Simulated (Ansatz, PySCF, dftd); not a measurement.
Species: CHO₂, charge 0, doublet. CHO2 (SMILES O=[C]O, doublet).
B3LYP-D3(BJ)/def2-TZVP minimum from Ansatz (a first-principles code):
```
C
O 1 1.1815
O 1 1.3236 2 130.78
H 3 0.9792 1 109.74 2 0.00
```
Charge 0, spin multiplicity 2.

Property: enthalpy of formation at 298 K (by atomisation, with ideal-gas terms from PySCF's Hessian at B3LYP-D3(BJ)/def2-TZVP and the atoms' measured values of the G2/97 table; no spin-orbit terms), in kcal/mol. Open shells are spin-unrestricted; no spin-orbit coupling. Correlated methods leave the cores frozen. Rows without X2C or -DK are non-relativistic. CBS(X,Y): correlation extrapolated as X^-3, Hartree-Fock from the larger set (Q,5: extrapolated as (X+1)exp(-9√X)). A bracket is a step between two methods taken in the basis named. The functionals are non-relativistic, so their misses hold any scalar relativity. '+ core + X2C': CCSD(T) terms for core correlation (cc-pwCVTZ) and scalar relativity (cc-pVTZ-DK). Where a partner has so few electrons that a lower coupled-cluster level is exact, that level stands in.

```json
[
 {"level": "B3LYP-D3(BJ)/def2-TZVPD", "program": "Ansatz + dftd3", "enthalpy of formation at 298 K (kcal/mol)": "-43.0", "difference against the last row": "0.1"},
 {"level": "MP2/cc-pVTZ", "program": "Ansatz", "enthalpy of formation at 298 K (kcal/mol)": "-47.3", "difference against the last row": "-4.2"},
 {"level": "MP2/cc-pVQZ", "program": "Ansatz", "enthalpy of formation at 298 K (kcal/mol)": "-55.9", "difference against the last row": "-12.8"},
 {"level": "MP2/CBS(cc-pVQZ,cc-pV5Z)", "program": "Ansatz", "enthalpy of formation at 298 K (kcal/mol)": "-62.0", "difference against the last row": "-18.9"},
 {"level": "CCSD/CBS(cc-pVTZ,cc-pVQZ)", "program": "Ansatz", "enthalpy of formation at 298 K (kcal/mol)": "-28.7", "difference against the last row": "14.4"},
 {"level": "CCSD(T)/CBS(aug-cc-pVTZ,aug-cc-pVQZ) + core + X2C", "program": "Ansatz", "enthalpy of formation at 298 K (kcal/mol)": "-43.1", "difference against the last row": "0.0"},
 {"level": "CCSD(T)/CBS(cc-pVTZ,cc-pVQZ)", "program": "Ansatz", "enthalpy of formation at 298 K (kcal/mol)": "-41.5", "difference against the last row": "1.6"},
 {"level": "CCSDT(Q)/aug-cc-pVDZ", "program": "Ansatz", "enthalpy of formation at 298 K (kcal/mol)": "-10.6", "difference against the last row": "32.5"},
 {"level": "CCSDT(Q)/cc-pVDZ", "program": "Ansatz", "enthalpy of formation at 298 K (kcal/mol)": "-5.9", "difference against the last row": "37.2"},
 {"level": "CCSDT(Q)/cc-pVTZ", "program": "Ansatz", "enthalpy of formation at 298 K (kcal/mol)": "-28.5", "difference against the last row": "14.6"},
 {"level": "CCSD(T)/CBS(cc-pVQZ,cc-pV5Z) + [CCSDT(Q) - CCSD(T)]/cc-pVTZ + core + X2C", "program": "Ansatz", "enthalpy of formation at 298 K (kcal/mol)": "-43.1", "difference against the last row": "0.0"}
]
```
